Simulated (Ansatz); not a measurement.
Run this with the Ansatz DFT code, driven from Python and show what comes out.

`c3h6s.py`
```python
"""Potential curve of C3H6S along one bond."""

import warnings

import ansatz as az
import numpy as np

warnings.simplefilter("ignore", az.DeckWarning)

geometry_ang = [
    ("C", (-1.2985, 0.7949, -0.4834)),
    ("C", (-0.1999, 0.541, 0.1236)),
    ("C", (0.7152, -0.5297, -0.3295)),
    ("S", (0.9004, -1.8187, 0.9399)),
    ("H", (-1.6812, 0.2845, -1.3878)),
    ("H", (-1.9859, 1.654, -0.1305)),
    ("H", (0.1189, 1.1323, 0.9986)),
    ("H", (0.4736, -0.9648, -1.2695)),
    ("H", (1.7515, -0.0922, -0.4165)),
    ("H", (1.289, -1.0524, 1.9582)),
]
system = az.Crystal.molecule()
for symbol, xyz in geometry_ang:
    system = system.atom(symbol, xyz)

symbols = [site.symbol for site in system.cartesian_sites]
start = np.array([site.position_ang for site in system.cartesian_sites])
axis = (start[2] - start[1]) / np.linalg.norm(start[2] - start[1])
moving = [2, 3, 7, 8, 9]
lengths, energies = [1.302, 1.361, 1.42, 1.48, 1.539, 1.598, 1.657, 1.746], []
for length in lengths:
    xyz = start.copy()
    xyz[moving] += (length - np.linalg.norm(start[2] - start[1])) * axis
    point = az.Crystal.molecule()
    for symbol, place in zip(symbols, xyz):
        point = point.atom(symbol, place.tolist())
    job = (
        point.calculation()
        .basis(gaussian="def2-SVP")
        .functional("CAM-B3LYP")
    )
    summary = job.run(threads=1, backend="cpu").report
    energies.append(summary["free_energy_ev"])
    print(f"r = {length:6.3f} A  E = {energies[-1]:.5f} eV  <S^2> = {abs(summary['mean_field']['state']['spin_squared']):.3f}")

# quartic fit about the minimum
fit = np.polynomial.Polynomial.fit(lengths, np.array(energies) - min(energies), 4).convert()
roots = [r.real for r in fit.deriv().roots() if abs(r.imag) < 1e-9 and fit.deriv(2)(r.real) > 0]
r_e = min(roots, key=lambda r: abs(r - lengths[int(np.argmin(energies))]))
print(f"minimum of the fit at {r_e:.4f} A, force constant {fit.deriv(2)(r_e):.2f} eV/A^2")
```

Running `python c3h6s.py` prints:
```text
r =  1.302 A  E = -14034.77502 eV  <S^2> = 0.000
r =  1.361 A  E = -14035.26751 eV  <S^2> = 0.000
r =  1.420 A  E = -14035.54172 eV  <S^2> = 0.000
r =  1.480 A  E = -14035.65400 eV  <S^2> = 0.000
r =  1.539 A  E = -14035.64349 eV  <S^2> = 0.000
r =  1.598 A  E = -14035.54548 eV  <S^2> = 0.000
r =  1.657 A  E = -14035.38455 eV  <S^2> = 0.000
r =  1.746 A  E = -14035.06293 eV  <S^2> = 0.000
minimum of the fit at 1.5021 A, force constant 30.50 eV/A^2
```

What to keep in mind:
- Total energies depend on the basis set; only differences at equal settings carry meaning.
- The rest of the molecule is held rigid at a force-field or estimated start geometry, and the basis set is modest; single-reference methods fail as a bond breaks.
- The orbitals are restricted, so S² is zero by construction.
- Timing: 23 s on 1 thread of Arm Neoverse V1, on a shared host, peak memory 0.26 GiB.
